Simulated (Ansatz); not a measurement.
Relaxation of H₆OSSi (9 atoms, charge 0, multiplicity 1), to a largest force component of 0.03 eV/Å in at most 50 steps.

These are results of RKS revPBE/def2-SVP in Ansatz 0.2.0, not measurements.

```xyz
9
Properties=species:S:1:pos:R:3
Si -0.158 0.177 0.025
O -0.209 0.036 1.709
H -1.067 0.267 2.101
H 1.273 0.343 -0.380
H -0.909 1.434 -0.365
H -0.816 -0.974 -0.685
S 1.654 -2.526 0.900
H 0.632 -3.414 1.061
H 1.148 -1.700 1.887
```

Task: Where does it end, and by what steps?

Result: The forces met the threshold. The force dipped under the threshold on the way, but the program's further checks kept it going. After 40 steps the energy has fallen by 0.119 eV; S7 moved furthest, 1.68 Å.

```csv
step,energy less start (eV),largest force component (eV/Å),accepted
0,0.0000,0.414,yes
2,-0.0762,0.789,yes
4,-0.1023,0.142,yes
6,-0.1080,0.041,yes
8,-0.1110,0.109,yes
10,-0.1126,0.062,yes
12,-0.1132,0.059,yes
14,-0.1137,0.044,yes
16,-0.1139,0.048,yes
18,-0.1142,0.065,yes
20,-0.1148,0.088,yes
22,-0.1155,0.062,yes
24,-0.1159,0.038,yes
26,-0.1164,0.034,yes
28,-0.1169,0.109,yes
30,-0.1177,0.012,yes
32,-0.1183,0.103,yes
34,-0.1187,0.011,yes
36,-0.1183,0.159,no
38,-0.1191,0.034,yes
40,-0.1193,0.013,yes
```

```xyz
9
Properties=species:S:1:pos:R:3
Si -0.391 0.645 -0.253
O 0.077 -0.208 1.138
H -0.645 -0.441 1.749
H 0.874 0.867 -1.027
H -1.020 1.971 0.092
H -1.374 -0.136 -1.089
S 1.581 -3.163 2.449
H 1.148 -3.900 1.390
H 1.300 -1.992 1.806
```

Whether the end is a true minimum wasn't checked by a vibrational analysis.

Time of the run: 90 s on 1 thread of Arm Neoverse V1, on a shared host, peak memory 0.14 GiB.
